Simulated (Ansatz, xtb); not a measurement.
# C4H7FO: which of two isomers lies lower

Structure a is `O[C@@H]1CC[C@H]1F`, a singlet and structure b is `O[C@@H]1CC[C@@H]1F`, a singlet. Both are isolated molecules in the gas phase, relaxed with PBE-D3(BJ)/def2-SVP; the shapes shown needn't be the lowest conformers.

a (Å):

```yaml
atoms:
  - { symbol: C, position_ang: [-1.2259, -0.4269, -0.8161] }
  - { symbol: C, position_ang: [-1.2424, 1.0658, -0.4230] }
  - { symbol: C, position_ang: [-0.6508, 0.6636, 0.9544] }
  - { symbol: C, position_ang: [-0.1554, -0.6279, 0.2792] }
  - { symbol: F, position_ang: [-0.1870, -1.8013, 1.0093] }
  - { symbol: O, position_ang: [-0.9318, -0.6996, -2.1600] }
  - { symbol: H, position_ang: [-1.0151, -1.6614, -2.2931] }
  - { symbol: H, position_ang: [-2.1660, -0.9226, -0.4691] }
  - { symbol: H, position_ang: [-0.5087, 1.6184, -1.0434] }
  - { symbol: H, position_ang: [-2.2118, 1.5978, -0.4492] }
  - { symbol: H, position_ang: [-1.4462, 0.4232, 1.6880] }
  - { symbol: H, position_ang: [0.0962, 1.3267, 1.4300] }
  - { symbol: H, position_ang: [0.8599, -0.5078, -0.1621] }
```

b (Å):

```tsv
atom	x (Å)	y (Å)	z (Å)
C	-0.5826	0.0737	0.9565
C	-0.4533	1.1659	-0.1534
C	-0.9253	0.0972	-1.1759
C	-1.4993	-0.7247	-0.0108
F	-2.8244	-0.3409	0.2564
O	-1.1027	0.3804	2.2127
H	-2.0585	0.5309	2.0631
H	0.3851	-0.4525	1.1011
H	-1.2175	1.9542	-0.0046
H	0.5345	1.6443	-0.3003
H	-1.6581	0.4004	-1.9486
H	-0.0857	-0.4345	-1.6666
H	-1.4725	-1.8349	-0.0309
```

Question: Estimate which is lower in electronic energy at CCSD(T)/def2-SVP + ΔMP2/def2-TZVPP, and by roughly how much.

Answer: CCSD(T)/def2-SVP + ΔMP2/def2-TZVPP gives E(b) − E(a) = +5.70 kJ/mol, favouring structure a, but this leans on the basis-set step: CCSD(T) alone gives +4.08 kJ/mol.

How the difference moves with the method:

| level | geometry | E(b) − E(a) (kJ/mol) | departure from the last row (kJ/mol) | job, with rough time for the two |
| --- | --- | --- | --- | --- |
| GFN2-xTB | GFN2-xTB | +2.06 | −3.64 | optimisation, 0.34 s |
| HF/STO-3G | GFN2-xTB | +4.32 | −1.38 | single point, 0.6 s |
| r2SCAN-D4/def2-SVP | GFN2-xTB | +2.83 | −2.87 | single point, 4.1 s |
| PBE-D3(BJ)/def2-SVP | PBE-D3(BJ)/def2-SVP | +2.60 | −3.10 | optimisation, 41 s |
| HF/def2-SVP | PBE-D3(BJ)/def2-SVP | +6.45 | +0.75 | part of the CCSD(T) run |
| MP2/def2-SVP | PBE-D3(BJ)/def2-SVP | +5.64 | −0.06 | part of the CCSD(T) run |
| CCSD(T)/def2-SVP | PBE-D3(BJ)/def2-SVP | +4.08 | −1.62 | single point |
| CCSD(T)/def2-SVP + ΔMP2/def2-TZVPP | PBE-D3(BJ)/def2-SVP | +5.70 |  | single point, 56 s |

As drawn, both hold the same kinds of bond in the same numbers.

GFN2-xTB finds them nearly level. The largest departure from CCSD(T)/def2-SVP + ΔMP2/def2-TZVPP is that of GFN2-xTB, 3.64 kJ/mol. The last row adds to CCSD(T) the change of the MP2 difference between the two basis sets, here +1.62 kJ/mol.

With thermal terms from frequencies at re-optimised GFN2-xTB minima (ideal gas, soft modes damped towards free rotors, one conformer each, 298.15 K, 1 atm): the zero-point term adds +0.51 kJ/mol; ΔH is +6.03 and ΔG +6.21 kJ/mol.

The correlated steps freeze 6 core orbitals. Run with Ansatz 0.2.0, xtb 6.7.1; the last row on 2 threads of Intel(R) Xeon(R) Platinum 8259CL CPU @ 2.50GHz (Skylake/Cascade Lake) on a shared host.
